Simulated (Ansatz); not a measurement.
# C₄H₉F: a ladder of functionals and wavefunction methods

The task here is to estimate one member of a computed series from the others.

Computed with Ansatz 0.2.0, Gaussian basis. Level: functionals in def2-TZVPP, the program's frozen cores in correlated methods.

Levels to be run: LDA (SPW92), PBE-D4, revPBE-D4, BLYP-D4, r2SCAN-D4, B97M-V, PBE0-D4, B3LYP-D4, r2SCANh-D4, r2SCAN0-D4, HSE06-D4, BHLYP-D4, CAM-B3LYP-D4, LC-ωPBE, ωB97X-V, ωB97M-V, B2PLYP, PBE-QIDH; CCSD(T)/def2-SVP; CCSD(T)/def2-TZVPP; MP2/def2-QZVPP; extrapolation to the limit; RPA on PBE.

## Structure used throughout

The geometry comes from an earlier relaxation with PBE0-D4 in a triple-zeta def2 set; it is a stationary point, not always the lowest conformer.

14 atoms, charge 0, spin multiplicity 1.

Atoms are counted from 1 here; the program's logs count them from 0.

Bond lengths: C1–C2 1.514 Å, C1–H6 1.092 Å, C1–H7 1.092 Å, C1–H8 1.092 Å, C2–C3 1.514 Å, C2–C4 1.514 Å, C2–F5 1.406 Å, C3–H9 1.092 Å, C3–H10 1.092 Å, C3–H11 1.092 Å, C4–H12 1.092 Å, C4–H13 1.092 Å, C4–H14 1.092 Å. Angles: C2–C1–H6 110.3°, C2–C1–H7 110.3°, C2–C1–H8 110.5°, H6–C1–H7 108.6°, H6–C1–H8 108.5°, H7–C1–H8 108.5°, C1–C2–C3 112.1°, C1–C2–C4 112.1°, C1–C2–F5 106.7°, C3–C2–C4 112.1°, C3–C2–F5 106.7°, C4–C2–F5 106.7°, C2–C3–H9 110.3°, C2–C3–H10 110.3°, C2–C3–H11 110.5°, H9–C3–H10 108.6°, H9–C3–H11 108.5°, H10–C3–H11 108.5° and more.

The first run:

File in.yaml:

```yaml
crystal:
  periodic: [false, false, false]
  atoms:
    - {symbol: C, position_ang: [-1.293652, 0.650917, 0.118258]}
    - {symbol: C, position_ang: [0.149395, 0.271977, -0.138739]}
    - {symbol: C, position_ang: [0.897397, -0.023717, 1.143871]}
    - {symbol: C, position_ang: [0.271959, -0.855137, -1.142044]}
    - {symbol: F, position_ang: [0.765946, 1.396186, -0.716323]}
    - {symbol: H, position_ang: [-1.346761, 1.505055, 0.795866]}
    - {symbol: H, position_ang: [-1.788294, 0.917913, -0.817460]}
    - {symbol: H, position_ang: [-1.834265, -0.183681, 0.569953]}
    - {symbol: H, position_ang: [0.842558, 0.830882, 1.820764]}
    - {symbol: H, position_ang: [1.947557, -0.232242, 0.931248]}
    - {symbol: H, position_ang: [0.466791, -0.892224, 1.646980]}
    - {symbol: H, position_ang: [-0.190474, -1.765356, -0.754096]}
    - {symbol: H, position_ang: [1.322634, -1.063260, -1.352508]}
    - {symbol: H, position_ang: [-0.223493, -0.586515, -2.076870]}
basis:
  gaussian: {orbitals: def2-TZVPP}
hamiltonian: {xc: lda}
output: {orbitals: {seedname: orbitals}}
```

On the command line:

```
ansatz run in.yaml --threads 4 --pin off --events-out ev --progress --plain --max-ram 10444MiB
```

Among the steps run: LDA; PBE-D4 (GGA); revPBE-D4 (GGA); BLYP-D4 (GGA); r2SCAN-D4 (meta-GGA); B97M-V (meta-GGA); B3LYP-D4 (hybrid); r2SCANh-D4 (hybrid); r2SCAN0-D4 (hybrid); HSE06-D4 (hybrid); BHLYP-D4 (hybrid); CAM-B3LYP-D4 (range-separated); LC-ωPBE (range-separated); ωB97X-V (range-separated); ωB97M-V (range-separated); B2PLYP (double hybrid); PBE-QIDH (double hybrid).

One table of the session follows, with a row left open; its other results are not shown here.

It belongs to the step «Orbital energies across the functionals». 

| functional | HOMO (eV) | LUMO (eV) | gap (eV) |
| --- | --- | --- | --- |
| LDA (SPW92) | -7.64 | 0.11 | 7.75 |
| PBE-D4 | -7.49 | 0.28 | 7.77 |
| revPBE-D4 | -7.42 | 0.37 | 7.79 |
| BLYP-D4 | -7.43 | 0.26 | 7.69 |
| r2SCAN-D4 | -7.84 | 1.06 | 8.90 |
| B97M-V | -8.03 | 0.39 | 8.43 |
| PBE0-D4 | -9.12 | 1.07 | 10.18 |
| B3LYP-D4 | -8.90 | 0.72 | 9.62 |
| r2SCANh-D4 | -8.45 | 1.28 | 9.73 |
| r2SCAN0-D4 | -9.34 | 1.59 | 10.93 |
| HSE06-D4 | -8.71 | 0.70 | 9.41 |
| BHLYP-D4 | -10.65 | 1.63 | 12.28 |
| CAM-B3LYP-D4 | -10.61 | 1.80 | 12.41 |
| LC-ωPBE | ? | ? | ? |
| ωB97X-V | -11.59 | 2.89 | 14.48 |
| ωB97M-V | -11.50 | 2.47 | 13.97 |

Q: Estimate the row for LC-ωPBE from the others.

**Answer.** HOMO (eV): -11.90; LUMO (eV): 3.12; gap (eV): 15.02. In the column «HOMO (eV)» it is the lowest.
